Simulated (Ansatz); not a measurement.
**Relaxing Sb**

Level of theory: DFT PBEsol, scalar-relativistic, plane waves, PAW (Ansatz). Cutoff 420 eV, Γ-centred k mesh, Gaussian smearing, no spin polarisation in the final step.

The start puts Sb on the beta-tin structure type (I4_1/amd, No. 141), at a guessed volume.

```
Sb
1.0
    -3.04150    3.04150    1.65919
     3.04150   -3.04150    1.65919
     3.04150    3.04150   -1.65919
Sb
2
Direct
  0.00000 0.00000 0.00000
  0.75000 0.25000 0.50000
```

Cell and atoms relax at zero pressure; the relaxation can't lower the symmetry of the start. After a coarse first stage the cell is made exact in the group found at 0.06 Å.

Energies count from the standard state of Sb at the same level.

Task: Which crystal results?

Result: It keeps I4_1/amd (No. 141). The result has the beta-tin structure. Conventional cell: a = 5.975 Å, c = 3.155 Å. Sb is coordinated by 6 Sb at 3.09–3.16 Å.

Space group I4_1/amd:1 (No. 141). a = 5.975 Å, b = 5.975 Å, c = 3.155 Å, α = 90.00°, β = 90.00°, γ = 90.00°
| atom | site | symmetry | x | y | z |
| --- | --- | --- | --- | --- | --- |
| Sb | 4a | -4m2 | 0.0000 | 0.0000 | 0.0000 |

Task: What are its volume, energy, density and gap?

Result: The volume per atom is 28.16 Å³, the density is 7.18 g/cm³ and the energy over the standard structure is 0.09 eV/atom. The gap on the 20×20×20 mesh is 0 eV (a metal).

The final run used a 20×20×20 mesh on its 2-atom cell and 0.10 eV smearing. The k mesh leaves about 4 meV/atom of noise in metals. Spin–orbit coupling is left out. A structure relaxed within its symmetry needn't be a true minimum. The steps took about 2.3 core-minutes in all.